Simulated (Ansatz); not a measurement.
Cs₃Al: from a trial structure to a relaxed crystal

The calculation used DFT PBE, scalar-relativistic, plane waves, PAW (Ansatz). Cutoff 420 eV, Γ-centred k mesh, Gaussian smearing, no spin polarisation in the final step.

The start puts Cs₃Al on the TiAl3 (D0_22) structure type (I4/mmm, No. 139), with Al in place of Ti, Cs in place of Al, at a guessed volume.

```
CELL_PARAMETERS angstrom
-2.57215 2.57215 5.74558
2.57215 -2.57215 5.74558
2.57215 2.57215 -5.74558
ATOMIC_POSITIONS crystal
Cs 0.50000 0.50000 0.00000
Cs 0.25000 0.75000 0.50000
Cs 0.75000 0.25000 0.50000
Al 0.00000 0.00000 0.00000
```

Steps on the 6×6×6 mesh (4 atoms). 7 of 7 steps are shown, and the free energy counts from the last. Trial steps that were taken back and renewals of the plane-wave basis can be among the rows.

```
step  ΔF (meV/atom) V (Å³/atom) P (GPa)
   1          282.6        38.01     5.01
   2          156.5        43.03     3.06
   3           75.1        48.38     1.72
   4           29.8        53.93     0.79
   5           11.5        59.45     0.17
   6            9.7        61.37    -0.01
   7            0.0        61.37     0.14
```

Steps on the 10×10×10 mesh (4 atoms). 8 of 10 steps are shown, and the free energy counts from the last.

| step | ΔF (meV/atom) | V (Å³/atom) | P (GPa) |
| --- | --- | --- | --- |
| 1 | 13.0 | 61.37 | 0.15 |
| 2 | 12.3 | 61.67 | 0.12 |
| 3 | 8.0 | 64.05 | -0.08 |
| 4 | 6.9 | 63.44 | -0.06 |
| 5 | 4.1 | 61.63 | 0.00 |
| 6 | 2.0 | 60.29 | 0.04 |
| 7 | 0.9 | 59.53 | 0.07 |
| 10 | 0.0 | 60.39 | 0.02 |

A final relaxation ran on a 10×10×10 mesh. The relaxed crystal, I4/mmm (No. 139):

```
Cs Al
1.0
    -3.47042    3.47042    5.01378
     3.47042   -3.47042    5.01378
     3.47042    3.47042   -5.01378
Cs Al
3 1
Direct
  0.50000 0.50000 0.00000
  0.25000 0.75000 0.50000
  0.75000 0.25000 0.50000
  0.00000 0.00000 0.00000
```

```json
{
 "Volume per atom": "60.39 Å³",
 "Density": "2.93 g/cm³",
 "Energy over the elements": "0.37 eV/atom",
 "Gap on the 10×10×10 mesh": "0 eV (a metal)"
}
```

The zero of energy is the elements' standard structures at the same level; no fitted shifts are applied.

The final run used a 10×10×10 mesh on its 4-atom cell and 0.10 eV smearing. The k mesh leaves about 4 meV/atom of noise in metals.

Symmetry constrained the relaxation, so the result can be a saddle point.

Cost: 3 runs of about 7.7 core-minutes in all, on AMD EPYC 7R43 (Zen 3) (shared hosts).